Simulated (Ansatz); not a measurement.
`CC(O)CO` at its PBE0-D4/def2-TZVP geometry, where that method's forces vanish. Charge 0, multiplicity 1.

```csv
atom,x (Å),y (Å),z (Å)
C1,1.562,-0.222,-0.320
C2,0.137,-0.436,0.129
O3,0.124,-0.556,1.534
C4,-0.775,0.700,-0.294
O5,-2.074,0.541,0.249
H6,2.192,-1.043,0.023
H7,1.955,0.707,0.100
H8,1.625,-0.171,-1.410
H9,-0.247,-1.368,-0.325
H10,-0.788,-0.403,1.811
H11,-0.804,0.783,-1.388
H12,-0.392,1.640,0.112
H13,-2.515,-0.171,-0.221
```

Question: For each bond, give half the difference of the two atoms' forces along it (eV/Å; positive pushes the atoms apart) under PBE-D4, r2SCAN-D4, B3LYP-D4, ωB97M-V in def2-TZVPP. (Estimate.)

Answer: Ansatz gave: 
```csv
bond,length (Å),PBE-D4,r2SCAN-D4,B3LYP-D4,ωB97M-V
C1–C2,1.509,-0.03,0.05,0.09,0.11
C1–H6,1.091,0.10,-0.03,-0.07,-0.07
C1–H7,1.093,0.11,-0.03,-0.06,-0.07
C1–H8,1.093,0.09,-0.03,-0.06,-0.07
C2–O3,1.410,0.34,0.29,0.30,0.22
C2–C4,1.517,-0.05,-0.03,0.05,0.03
C2–H9,1.105,0.10,-0.06,-0.15,-0.18
O3–H10,0.965,0.42,0.01,-0.06,-0.10
C4–O5,1.417,0.34,0.31,0.32,0.26
C4–H11,1.097,0.04,-0.08,-0.14,-0.14
C4–H12,1.093,0.12,-0.06,-0.14,-0.13
O5–H13,0.961,0.40,0.01,-0.04,-0.10
```

B3LYP here is the variant with VWN-RPA as its local correlation; programs differ in this.
